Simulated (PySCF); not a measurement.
Chloroacetonitrile, C2H2ClN.
Cartesian coordinates in Å at the PBE0-D3(BJ)/def2-TZVP level; atoms count from 1:
```xyz
6
C2H2ClN angstrom
N      2.1617    0.0274   -0.0755
C      1.0153   -0.0334   -0.0398
C     -0.4298   -0.1381    0.0055
Cl    -1.1988    1.4622    0.0390
H     -0.7342   -0.6788    0.9012
H     -0.7908   -0.6689   -0.8748
```

Computed with PySCF at wB97X-D/pcSseg-2, non-relativistic, on one gas-phase PBE0-D3(BJ)/def2-TZVP geometry that isn't relaxed in the solvent. The solvent is an IEF-PCM continuum (Bondi radii, 1.10 Å for H, scaled by 1.2). Only the electrostatic response of the medium enters.

Gas phase at wB97X-D/pcSseg-2: HOMO -11.22 eV, LUMO 0.89 eV, dipole 3.36 D.

Problem. What does the continuum do to the energy, the frontier levels and the dipole at wB97X-D/pcSseg-2 in chloroform?

Solution. 
```csv
solvent,ε,E(solvent) − E(gas) (kJ/mol),polarisation term (kJ/mol),distortion of the solute (kJ/mol),HOMO (eV),LUMO (eV),dipole (D)
chloroform,4.711,-20.70,-24.26,3.56,-11.02,1.04,4.08
```

The polarisation term is half the interaction of the solute with the surface charges that it induces; the rest is the cost of distorting the solute's density. The sum is the electrostatic part of solvation alone.

Problem. Which radius a makes the point-dipole formula ΔE = −[(ε − 1)/(2ε + 1)]·μ²/a³ give the value in chloroform, with the gas-phase dipole?

Solution. μ = 1.322 au and |ΔE| = 0.00788 Eh give a = 2.27 Å; the farthest nucleus lies 2.16 Å from the centroid of the nuclei. The formula assumes a rigid point dipole at the centre of a sphere.

Problem. Give the dipole vector in the frame of the coordinates (D, pointing from negative to positive charge), gas and chloroform.

Solution. Gas (-2.94, -1.63, 0.08), solvent (-3.55, -2.00, 0.10). Its length changes by +21 % and its direction by less than 1°.

The run took 10 s wall on an Arm Neoverse V1 with one thread, shared host, and the process peaked at 0.76 GiB of memory. This is the whole shielding run at wB97X-D/pcSseg-2 in chloroform, SCF included.

Note: wB97X-D ran without an empirical dispersion term, which enters the total energy and its gradient alone.
